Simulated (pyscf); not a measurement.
PySCF, gas phase, ωB97X-D3(BJ)/def2-SVP geometries.

Question: Estimate by transition-state theory the rate constant of `[OH][P]([OH])[OH]` + `[SiH4]` → `[OH][P]([OH])[O][SiH3]` + `[H][H]` (singlet surface; H–O, H–Si broken, O–Si, H–H formed) at 1200 K, with ωB97M-D3(BJ)/def2-TZVP energies (ideal gas, 1 atm, RRHO with modes under 100 cm⁻¹ raised to 100, one conformer, R ln 2 for chiral ones without a mode under 150 cm⁻¹; no tunnelling).

Answer: The electronic barrier is 39.9 kcal/mol and the thermal terms add +37.5, so ΔG‡ = 77.4 kcal/mol. With k_BT/h = 2.50e+13 s⁻¹ and RT = 2.385 kcal/mol, and a volume of 1.64e-19 cm³ per molecule at 1 atm, k = 3.2e-20 cm³ molecule⁻¹ s⁻¹. Wigner's tunnelling factor for 1323i cm⁻¹ would be 1.10. A shift of 1 kcal/mol in the barrier changes k by a factor 1.5. This is the saddle that the search found; another between the same sides may lie lower.
